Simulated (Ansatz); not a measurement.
Reaction (SMILES): [CH2]Cl (CH2-Cl) → C atom + Cl atom + 2 H atom
B3LYP-D3(BJ)/def2-TZVP geometries, fixed; electronic energies without zero-point terms.

How fast the atomisation energy converges with the basis for several methods (Ansatz, a program for electronic structure): deviation from each method's own reference, in kcal/mol. References: B3LYP 288.71 kcal/mol, the value in pcseg-4; CCSD(T) 288.19 kcal/mol, Hartree-Fock in aug-cc-pV(Q+d)Z plus the correlation part extrapolated as X^-3 from aug-cc-pV(T+d)Z and aug-cc-pV(Q+d)Z; HF 214.18 kcal/mol, the value in pcseg-4; MP2 291.76 kcal/mol, Hartree-Fock in aug-cc-pV(Q+d)Z plus the correlation part extrapolated as X^-3 from aug-cc-pV(T+d)Z and aug-cc-pV(Q+d)Z; PBE 297.99 kcal/mol, the value in pcseg-4; r2SCAN 294.95 kcal/mol, the value in pcseg-4. Cartesian d functions, on some or all atoms, in 6-31G*, 6-311+G**; all else is spherical. In correlated methods cores are frozen. Open shells are unrestricted. No added dispersion term, no relativity. 

```
basis            functions  B3LYP  CCSD(T)     HF     MP2    PBE  r2SCAN
---------------  ---------  -----  -------  -----  ------  -----  ------
6-31G*                  38  -3.13   -28.97  -3.77  -30.71  -2.29   -3.61
6-311+G**               65  -4.39   -18.48  -3.55  -20.39  -4.08   -4.16
aug-cc-pV(D+d)Z         73  -5.03   -20.88  -4.82  -21.22  -4.32   -4.49
def2-TZVP               80  -0.99   -11.53  -1.27  -11.98  -0.56   -1.23
6-311++G(2d,2p)         82  -1.94   -15.92  -1.87  -16.10  -1.53   -1.77
aug-pcseg-2            142  -0.46    -5.60  -0.02   -5.98  -0.35   -0.29
aug-cc-pV(T+d)Z        147  -0.74    -6.38  -0.79   -6.68  -0.55   -0.68
pcseg-3                190  -0.04    -2.64   0.19   -2.64  -0.04    0.00
```

Mean absolute deviation over 6-311+G**, def2-TZVP, 6-311++G(2d,2p), aug-pcseg-2, aug-cc-pV(T+d)Z: PBE 1.41, HF 1.50, r2SCAN 1.63, B3LYP 1.70, CCSD(T) 11.58, MP2 12.22 kcal/mol.
